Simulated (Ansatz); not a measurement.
# H4N2: the cost of one run

Program: Ansatz 0.2.0, Gaussian basis. Level of theory: the settings change from run to run. These are calculated values, not measurements.

8 further runs of the same task are left out: 7 that didn't finish, 1 set aside as unsound or not needed.

## (1) The system

The geometry derives from fragments relaxed apart (PBE0/def2-TZVP) and kept rigid, so it is no stationary point. A hydrogen atom is moved between rigid fragments.

6 atoms, charge 0, spin multiplicity 3.

Atoms are counted from 1 here; the program's logs count them from 0.

Bond lengths: N1–H2 1.012 Å, N1–H3 1.012 Å, N1–H4 0.942 Å, N5–H6 1.040 Å. Angles: H2–N1–H3 107.1°, H2–N1–H4 107.1°, H3–N1–H4 107.1°.

## (2) CISD/cc-pVDZ

Input file in.yaml:

```yaml
crystal:
  periodic: [false, false, false]
  atoms:
    - {symbol: N, position_ang: [-1.239018, 0.013798, -0.027687]}
    - {symbol: H, position_ang: [-1.536298, 0.981632, -0.027687]}
    - {symbol: H, position_ang: [-1.536297, -0.388500, 0.852572]}
    - {symbol: H, position_ang: [-0.297018, 0.013798, -0.027687]}
    - {symbol: N, position_ang: [1.363982, 0.013798, -0.027687]}
    - {symbol: H, position_ang: [1.633064, -0.990428, -0.027687]}
basis:
  gaussian: {orbitals: cc-pVDZ}
magnetization: {spin_polarized: false, initial_magnetization: 2}
correlation: {active_space: {ras: {orbitals: [6, 2, 38], electrons: 14, max_holes: 2, max_particles: 2}, fixed_orbitals: true}}
output: {forces: true}
```

Launch:

```
$ ansatz run in.yaml --threads 1 --pin off --events-out ev --progress --plain --max-ram 2393MiB
```

Q: Estimate wall time and peak memory on 1 thread of Intel Xeon 6975P-C, shared host.

About 12 s, with a peak of 0.29 GiB.
